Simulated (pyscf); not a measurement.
HO–AsH₂ + AsH₃ -> H₂As–AsH₂ + H₂O (four-centre exchange; singlet surface; As–O, As–H broken, As–As, H–O formed). Optimised with ωB97X-D3(BJ)/def2-SVP in PySCF. Energies in kJ/mol from the separated reactants.

| level | barrier | reaction energy |
|---|---|---|
| ωB97X-D3(BJ)/def2-TZVP | 154.0 | -72.0 |
| PBE/def2-TZVP | 115.3 | -62.5 |
| r²SCAN/def2-TZVP | 132.3 | -61.5 |
| B3LYP-D3(BJ)/def2-TZVP | … | … |
| M06-2X/def2-TZVP | 148.6 | -57.5 |
| ωB97M-D3(BJ)/def2-TZVP | … | -55.6 |

### Question
Complete the blanks.

### Answer

- B3LYP-D3(BJ)/def2-TZVP, barrier: 136.8
- B3LYP-D3(BJ)/def2-TZVP, reaction energy: -60.6
- ωB97M-D3(BJ)/def2-TZVP, barrier: 155.0

The functionals in the table span 39.7 kJ/mol in this barrier, from PBE to ωB97M-D3(BJ). One saddle was located; it need not be the lowest between these sides. Elements up to Kr have no core potential and no relativistic terms here.
